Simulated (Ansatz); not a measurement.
# CHF2 radical (SMILES F[CH]F): one structure at several levels

Aim: energy, forces and dipole at a structure displaced at random from a GFN2-xTB minimum, from CCSD(T) and from density functionals.

Computed with Ansatz 0.2.0, Gaussian basis. Level: single points in def2-TZVPP.

Cores are frozen in the correlated methods. Orbitals are unrestricted.

## Step 1: Where the work starts

SMILES `F[CH]F`, 4 atoms, charge 0, spin multiplicity 2.

Atoms are counted from 1 here; the program's logs count them from 0.

Bond lengths: F1–C2 1.336 Å, C2–F3 1.301 Å, C2–H4 1.057 Å. Angles: F1–C2–F3 113.0°, F1–C2–H4 116.3°, F3–C2–H4 117.2°.

As a file:

```xyz
4
charge 0, multiplicity 2
F    -1.22530    0.26470   -0.14170
C     0.05320    0.06040    0.18850
F     0.44410   -1.16180   -0.02650
H     0.73000    0.83420   -0.05730
```

## Step 2: CCSD(T)/def2-TZVPP

run/in.yaml

```yaml
crystal:
  periodic: [false, false, false]
  atoms:
    - {symbol: F, position_ang: [-1.225300, 0.264700, -0.141700]}
    - {symbol: C, position_ang: [0.053200, 0.060400, 0.188500]}
    - {symbol: F, position_ang: [0.444100, -1.161800, -0.026500]}
    - {symbol: H, position_ang: [0.730000, 0.834200, -0.057300]}
basis:
  gaussian: {orbitals: def2-TZVPP}
magnetization: {spin_polarized: true, initial_magnetization: 1}
correlation: {method: ccsd_t}
scf: {omitted_lower_state_checks: [cluster_reference]}
output: {forces: true}
```

No record of the launch command was kept for these runs.

## Step 3: PBE0-D4/def2-TZVPP

run/in.yaml: that of step 2 with these lines changed.

```diff
@@ -10,4 +10,3 @@
 magnetization: {spin_polarized: true, initial_magnetization: 1}
-correlation: {method: ccsd_t}
-scf: {omitted_lower_state_checks: [cluster_reference]}
-output: {forces: true}
+hamiltonian: {xc: pbe0, dispersion: d4}
+output: {forces: true, orbitals: {seedname: orbitals}}
```

## Step 4: wB97M-V/def2-TZVPP

run/in.yaml: that of step 3 with these lines changed.

```diff
@@ -10,3 +10,3 @@
 magnetization: {spin_polarized: true, initial_magnetization: 1}
-hamiltonian: {xc: pbe0, dispersion: d4}
-output: {forces: true, orbitals: {seedname: orbitals}}
+hamiltonian: {xc: {name: wB97M-V}}
+output: {forces: true}
```

## Step 5: r2SCAN-D4/def2-TZVPP

run/in.yaml: that of step 4 with these lines changed.

```diff
@@ -10,3 +10,3 @@
 magnetization: {spin_polarized: true, initial_magnetization: 1}
-hamiltonian: {xc: {name: wB97M-V}}
+hamiltonian: {xc: r2scan, dispersion: d4}
 output: {forces: true}
```

## Step 6: PBE-D4/def2-TZVPP

run/in.yaml: that of step 5 with these lines changed.

```diff
@@ -10,3 +10,3 @@
 magnetization: {spin_polarized: true, initial_magnetization: 1}
-hamiltonian: {xc: r2scan, dispersion: d4}
+hamiltonian: {xc: pbe, dispersion: d4}
 output: {forces: true}
```

## Step 7: BHLYP-D4/def2-TZVPP

run/in.yaml: that of step 6 with these lines changed.

```diff
@@ -10,3 +10,3 @@
 magnetization: {spin_polarized: true, initial_magnetization: 1}
-hamiltonian: {xc: pbe, dispersion: d4}
+hamiltonian: {xc: {name: BHLYP}, dispersion: d4}
 output: {forces: true}
```

## Step 8: HSE06-D4/def2-TZVPP

run/in.yaml: that of step 7 with these lines changed.

```diff
@@ -10,3 +10,3 @@
 magnetization: {spin_polarized: true, initial_magnetization: 1}
-hamiltonian: {xc: {name: BHLYP}, dispersion: d4}
+hamiltonian: {xc: hse06, dispersion: d4}
 output: {forces: true}
```

(Steps that only read results are left out.)

Q: Predict the outcome of this session. Wanted: energy less free atoms, CCSD(T)/def2-TZVPP; RMS force component; RMS force error; HOMO and LUMO, PBE0-D4; T1 diagnostic.

As calculated:

| quantity | value |
| --- | --- |
| energy less free atoms, CCSD(T)/def2-TZVPP | -13.758 eV |
| RMS force component | 0.611 to 0.772 eV/Å over the methods |
| RMS force error | PBE0-D4 0.187, wB97M-V 0.070, r2SCAN-D4 0.070, PBE-D4 0.254, BHLYP-D4 0.343, HSE06-D4 0.189 eV/Å |
| HOMO and LUMO, PBE0-D4 | -6.55 and -1.21 eV |
| T1 diagnostic | 0.015 |

**Reading.** Against CCSD(T) the functionals' energies less atoms differ by -1.303 to +0.355 eV, PBE-D4 by -1.303 eV. A larger basis would deepen the CCSD(T) value, while the functionals are nearly converged already, so the order here is not reliable. The forces of wB97M-V come nearest to CCSD(T), those of BHLYP-D4 are farthest. Frozen-core CCSD(T) forces in triple zeta carry basis errors of their own, and this is one geometry, so small gaps rank nothing.
